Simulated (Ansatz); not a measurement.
# Molecular dynamics of C2H2Cl, charge -1

The input (input.yaml):

```yaml
crystal:
  periodic: [false, false, false]
  atoms:
    - { symbol: Cl, position_ang: [-1.58784, 0.183856, -2.813866] }
    - { symbol: C, position_ang: [0.694357, -0.079692, 1.228566] }
    - { symbol: C, position_ang: [0.105354, -0.011713, 0.188957] }
    - { symbol: H, position_ang: [1.215601, -0.142524, 2.152361] }
    - { symbol: H, position_ang: [-0.427473, 0.050173, -0.756019] }
total_charge: -1
basis:
  gaussian: { orbitals: cc-pVDZ }
hamiltonian:
  xc: hf
md:
  timestep: 0.5
  n_steps: 500
  ensemble: nvt_langevin
  temperature: 50.0
  initial_velocities: maxwell_boltzmann
  seed: 234207
  friction: 0.02
  temperature_schedule:
    - { n_steps: 125, end_temperature: 50.0 }
    - { n_steps: 375, end_temperature: 10.0 }
scf:
  lower_state_search: "off"
```

Launched with:

```bash
$ ansatz run input.yaml --threads 1 --pin off --max-ram 2048MiB --backend cpu --events-out ev --progress --plain --runs-dir out
```

It starts from a relaxed structure.

Output, in part (step lines, the closing report, with atoms numbered from 0):

```
md step     0: t =     0.00 fs  T =    40.0 K (target 50.0 K)  F+E_penalty+E_count = -14595.83101931 eV  E_kin = 0.025852 eV  (19 SCF iters)
md step     1: t =     0.50 fs  T =    41.1 K (target 50.0 K)  F+E_penalty+E_count = -14595.82995992 eV  E_kin = 0.026571 eV  (15 SCF iters)
md step     2: t =     1.00 fs  T =    36.0 K (target 50.0 K)  F+E_penalty+E_count = -14595.82702274 eV  E_kin = 0.023256 eV  (16 SCF iters)
md step     3: t =     1.50 fs  T =    32.7 K (target 50.0 K)  F+E_penalty+E_count = -14595.82313283 eV  E_kin = 0.021127 eV  (16 SCF iters)
md step     4: t =     2.00 fs  T =    30.6 K (target 50.0 K)  F+E_penalty+E_count = -14595.81927337 eV  E_kin = 0.019775 eV  (17 SCF iters)
md step     5: t =     2.50 fs  T =    26.8 K (target 50.0 K)  F+E_penalty+E_count = -14595.81683990 eV  E_kin = 0.017332 eV  (17 SCF iters)
md step     6: t =     3.00 fs  T =    26.9 K (target 50.0 K)  F+E_penalty+E_count = -14595.81621042 eV  E_kin = 0.017378 eV  (17 SCF iters)
md step     7: t =     3.50 fs  T =    26.3 K (target 50.0 K)  F+E_penalty+E_count = -14595.81731461 eV  E_kin = 0.016997 eV  (17 SCF iters)
[... lines left out ...]
md step   497: t =   248.50 fs  T =     5.5 K (target 10.4 K)  F+E_penalty+E_count = -14595.82302959 eV  E_kin = 0.003540 eV  (17 SCF iters)
md step   498: t =   249.00 fs  T =     5.3 K (target 10.3 K)  F+E_penalty+E_count = -14595.82277130 eV  E_kin = 0.003434 eV  (17 SCF iters)
md step   499: t =   249.50 fs  T =     5.3 K (target 10.2 K)  F+E_penalty+E_count = -14595.82285026 eV  E_kin = 0.003405 eV  (17 SCF iters)
md step   500: t =   250.00 fs  T =     7.3 K (target 10.1 K)  F+E_penalty+E_count = -14595.82325950 eV  E_kin = 0.004704 eV  (17 SCF iters)
Total energy: -14595.82325950 eV, -536.3866113821 hartree
Atom 0 at    -1.673738     0.121586    -2.672852 Å, force     0.006220    -0.001817     0.047509 eV/Å
Atom 1 at     0.915874    -0.073153     1.225218 Å, force     0.016060    -0.024886     0.291104 eV/Å
Atom 2 at     0.188313    -0.008620     0.275604 Å, force     0.064368    -0.060874    -0.123678 eV/Å
Atom 3 at     1.535508    -0.140291     2.097210 Å, force    -0.187535     0.049846    -0.350331 eV/Å
Atom 4 at    -0.444368     0.031944    -0.612414 Å, force     0.100887     0.037730     0.135396 eV/Å
Dipole moment:     0.751642    -0.060113     1.169748 e Å
```

The steps, from the saved trajectory:

```json
{"time (fs)": "0.0", "T (K)": "40", "potential energy less start (eV)": "0.000"}
{"time (fs)": "8.0", "T (K)": "25", "potential energy less start (eV)": "0.021"}
{"time (fs)": "16.0", "T (K)": "52", "potential energy less start (eV)": "0.006"}
{"time (fs)": "24.0", "T (K)": "11", "potential energy less start (eV)": "0.023"}
{"time (fs)": "32.0", "T (K)": "25", "potential energy less start (eV)": "0.013"}
{"time (fs)": "40.0", "T (K)": "57", "potential energy less start (eV)": "0.012"}
{"time (fs)": "48.0", "T (K)": "44", "potential energy less start (eV)": "0.017"}
{"time (fs)": "56.0", "T (K)": "68", "potential energy less start (eV)": "0.023"}
{"time (fs)": "64.0", "T (K)": "51", "potential energy less start (eV)": "0.039"}
{"time (fs)": "72.0", "T (K)": "61", "potential energy less start (eV)": "0.033"}
{"time (fs)": "80.0", "T (K)": "50", "potential energy less start (eV)": "0.034"}
{"time (fs)": "88.0", "T (K)": "51", "potential energy less start (eV)": "0.032"}
{"time (fs)": "96.0", "T (K)": "68", "potential energy less start (eV)": "0.033"}
{"time (fs)": "104.0", "T (K)": "62", "potential energy less start (eV)": "0.041"}
{"time (fs)": "112.0", "T (K)": "56", "potential energy less start (eV)": "0.024"}
{"time (fs)": "120.0", "T (K)": "61", "potential energy less start (eV)": "0.027"}
{"time (fs)": "128.0", "T (K)": "55", "potential energy less start (eV)": "0.026"}
{"time (fs)": "136.0", "T (K)": "50", "potential energy less start (eV)": "0.019"}
{"time (fs)": "144.0", "T (K)": "30", "potential energy less start (eV)": "0.021"}
{"time (fs)": "152.0", "T (K)": "12", "potential energy less start (eV)": "0.020"}
{"time (fs)": "160.0", "T (K)": "15", "potential energy less start (eV)": "0.020"}
{"time (fs)": "168.0", "T (K)": "18", "potential energy less start (eV)": "0.021"}
{"time (fs)": "176.0", "T (K)": "30", "potential energy less start (eV)": "0.016"}
{"time (fs)": "184.0", "T (K)": "33", "potential energy less start (eV)": "0.011"}
{"time (fs)": "192.0", "T (K)": "20", "potential energy less start (eV)": "0.015"}
{"time (fs)": "200.0", "T (K)": "30", "potential energy less start (eV)": "0.007"}
{"time (fs)": "208.0", "T (K)": "30", "potential energy less start (eV)": "0.012"}
{"time (fs)": "216.0", "T (K)": "35", "potential energy less start (eV)": "0.010"}
{"time (fs)": "224.0", "T (K)": "33", "potential energy less start (eV)": "0.003"}
{"time (fs)": "232.0", "T (K)": "17", "potential energy less start (eV)": "0.008"}
{"time (fs)": "240.0", "T (K)": "10", "potential energy less start (eV)": "0.008"}
{"time (fs)": "248.0", "T (K)": "7", "potential energy less start (eV)": "0.007"}
```

All steps were run. The schedule's set-point averaged 23 K over the second half and the system 27 K, so it lags behind the ramp. A run of 0.25 ps of so small a system gives no equilibrium averages. Limits of this set-up: an anion without diffuse functions, the dipole of an ion depends on the origin.

The same pairs are bonded in the first frame and the last. Pairs count as bonded within 1.25 times the sum of covalent radii (0.12 Å more for H–H).

Last frame:

```xyz
5
Properties=species:S:1:pos:R:3
Cl -1.674 0.122 -2.673
C 0.916 -0.073 1.225
C 0.188 -0.009 0.276
H 1.536 -0.140 2.097
H -0.444 0.032 -0.612
```

Run time: 3.4 min on 1 thread of Arm Neoverse V2, on a shared host, peak memory 0.22 GiB.
